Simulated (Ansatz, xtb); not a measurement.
# A geometry optimisation of CH2AlF− with r2SCAN-D4/def2-SVPD

The starting geometry of this gas-phase doublet has its atoms placed at random.

| atom | x (Å) | y (Å) | z (Å) |
| --- | --- | --- | --- |
| C | 1.1941 | -1.3031 | 0.6424 |
| Al | -0.6216 | -0.0630 | -1.0086 |
| F | -1.2407 | -0.6635 | 0.7983 |
| H | 1.1301 | 0.1093 | -0.8114 |
| H | 0.7639 | 0.9209 | 0.1602 |

**Question.** One run relaxed it with r2SCAN-D4/def2-SVPD. What is a likely outcome?

**Answer.** It ends as a structure given below by its coordinates. Distances that change by over a tenth: Al2–F3 (2.00 → 1.74 Å). Contacts that open: Al2–H4 (1.77 → 2.60 Å). Contacts that close: C1–Al2 (2.75 → 1.84 Å), C1–H4 (2.03 → 1.10 Å), C1–H5 (2.32 → 1.10 Å).

The energy falls by 7.61 eV over 20 steps:

```json
{"step": "1", "E − E(last) (eV)": "7.615"}
{"step": "3", "E − E(last) (eV)": "5.087"}
{"step": "5", "E − E(last) (eV)": "3.310"}
{"step": "7", "E − E(last) (eV)": "0.876"}
{"step": "9", "E − E(last) (eV)": "0.170"}
{"step": "12", "E − E(last) (eV)": "0.015"}
{"step": "14", "E − E(last) (eV)": "0.003"}
{"step": "16", "E − E(last) (eV)": "0.001"}
{"step": "18", "E − E(last) (eV)": "0.000"}
{"step": "20", "E − E(last) (eV)": "0.000"}
```

Final geometry (Å):

```
atom    x (Å)    y (Å)    z (Å)
   C   0.9738  -0.0857  -0.1858
  Al  -0.7205  -0.7788  -0.3956
   F  -2.0928  -0.4114   0.6122
   H   1.8050  -0.3497  -0.8559
   H   1.2603   0.6264   0.6059
```

From the same start GFN2-xTB reaches the same bonding as this run.

From so rough a start the end depends on the optimiser's path, so another program may land elsewhere. No frequencies were run, so the end isn't proven a minimum. Open shells are spin-unrestricted. Run with Ansatz 0.2.0, 3 min on 1 thread of Arm Neoverse V1 (shared host).
